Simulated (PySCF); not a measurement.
**Static response to an electric field**

C₆H₇ (charge +1).
Geometry (GFN2-xTB, Å), atoms numbered from 1 in this order:
```xyz
13
C6H7 angstrom
C      3.6151    0.1822    0.2032
C      2.4777   -0.1973    0.0234
C      1.1883   -0.6389   -0.1833
C      0.0702    0.1401    0.0565
C     -1.2057   -0.3353   -0.1683
C     -2.4122    0.4261    0.0564
H      4.6072    0.5073    0.3575
H      1.0779   -1.6539   -0.5541
H      0.2051    1.1478    0.4293
H     -1.3229   -1.3483   -0.5418
H     -2.2330    1.4321    0.4266
H     -3.0689   -0.1204    0.7437
H     -3.0033    0.4589   -0.8668
```

Level: PBE0/def2-SVPD (PySCF), static field, nuclei fixed, core orbitals frozen in the response. The polarisability tensor in these axes (au):

```
x   158.74   1.65   5.17
y     1.65  50.49   3.76
z     5.17   3.76  41.81
```

Task: Give the principal values, the mean and the anisotropy Δα = √{½[(α1 − α2)² + (α2 − α3)² + (α1 − α3)²]}.

Result: Principal values 40.25, 51.79 and 159.00 au; mean 83.68 au = 12.40 Å³ = 13.80 × 10⁻⁴⁰ C²·m²/J; Δα = 113.42 au (136 % of the mean).

Task: Traceless (Buckingham) quadrupole moment about the centre of nuclear charge: eigenvalues?

Result: -21.41, -12.98, 34.39 D·Å. The values depend on the origin, since the species is charged. The electronic extent ⟨r²⟩ about the same centre is 842 bohr², a root-mean-square distance of 2.37 Å for the 42 electrons.

Task: What depolarisation ratio follows for Rayleigh scattering of linearly polarised light, taking the static tensor?

Result: ρ = 3Δα²/(45ᾱ² + 4Δα²) = 38594.4/(315115 + 51459.2) = 0.105.

Task: Along which axes do the principal values lie, and how far do the nuclei extend along each?

Result: Largest value along (1.00, 0.02, 0.04), where the nuclei span 7.66 Å; middle along (-0.03, 0.94, 0.34), 3.34 Å; least along (-0.04, -0.34, 0.94), 1.71 Å. The response follows the extents in order.

Task: Sum over states: ᾱ = Σ f/ω², ω in Eh. What share falls to these 6 lowest TDDFT singlets (eV, f)? 2.87, 0.0000; 4.22, 0.6949; 5.17, 0.0007; 5.93, 0.0889; 6.01, 0.0019; 6.41, 0.0000.

Result: They add up to 30.87 au, 36.9 % of the 83.68 au; the largest single term is 28.94 au, from the state at 4.22 eV. Terms in order: 0.00, 28.94, 0.02, 1.87, 0.04, 0.00 au. Higher excitations give the rest. The strengths listed sum to 0.786.

Geometry: GFN2-xTB, one conformer, isolated ion.
